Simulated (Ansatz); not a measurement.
Run this with Ansatz's Python interface and show what comes out.

`run_torsion.py`
```python
"""Rigid torsion scan of C2H3FOS."""

import ansatz as az
from ase import Atoms

BASIS_SET = "cc-pVDZ"
FUNCTIONAL = "pbe0"
VDW = "d3bj"
FORCE_TOL = 0.02


def main() -> None:
    atoms = Atoms(["F", "C", "S", "C", "O", "H", "H", "H"], positions=[
        (-0.6881, -0.4781, -1.4847),
        (-0.2317, 0.0796, -0.314),
        (-0.1512, 1.8015, -0.2391),
        (0.7664, -0.804, 0.4536),
        (-0.6527, -0.5786, 0.869),
        (-1.422, 2.0644, -0.4115),
        (0.9415, -1.7832, 0.0386),
        (1.53, -0.3587, 1.0325),
    ])

    # start the scan from a relaxed geometry
    first = (
        az.Crystal.molecule_from_ase(atoms).calculation()
        .basis(gaussian=BASIS_SET)
        .functional(FUNCTIONAL, dispersion=VDW)
        .relax(force_tolerance=FORCE_TOL, max_steps=80)
    )
    atoms.positions = first.run(threads=1).report["positions_ang"]

    start = atoms.get_dihedral(0, 1, 2, 5)
    energies = {}
    for turn in range(0, 360, 40):
        turned = atoms.copy()
        turned.set_dihedral(0, 1, 2, 5, start + turn, indices=[2, 5])
        calculation = (
            az.Crystal.molecule_from_ase(turned).calculation()
            .basis(gaussian=BASIS_SET)
            .functional(FUNCTIONAL, dispersion=VDW)
        )
        energies[round((start + turn) % 360)] = calculation.run(threads=1).report["free_energy_ev"]
    floor = min(energies.values())
    print("dihedral F0-C1-S2-H5 (deg)   E - E(min) (eV)")
    for angle, e in sorted(energies.items()):
        print(f"{angle:8d} {(e - floor):14.3f}  " + "#" * int(30 * (e - floor) / max(max(energies.values()) - floor, 1e-9)))


if __name__ == "__main__":
    main()
```

Output of `python run_torsion.py`:
```text
dihedral F0-C1-S2-H5 (deg)   E - E(min) (eV)
      26          0.048  ##########
      66          0.000
     106          0.043  #########
     146          0.087  ###################
     186          0.113  #########################
     226          0.134  ##############################
     266          0.089  ###################
     306          0.053  ###########
     346          0.087  ###################
```

The lowest point is at 66° and the highest at 226°, 0.134 eV (12.9 kJ/mol) above it, with the rest of the molecule held.

The scan is rigid and the energies are electronic, in a modest basis. With rigid groups the curve can differ much from the relaxed path, the start wasn't checked as a minimum of this torsion, and equivalent turns needn't return to the same energy. Finished in 52 s on 1 thread of Arm Neoverse V2, on a shared host, peak memory 0.25 GiB.
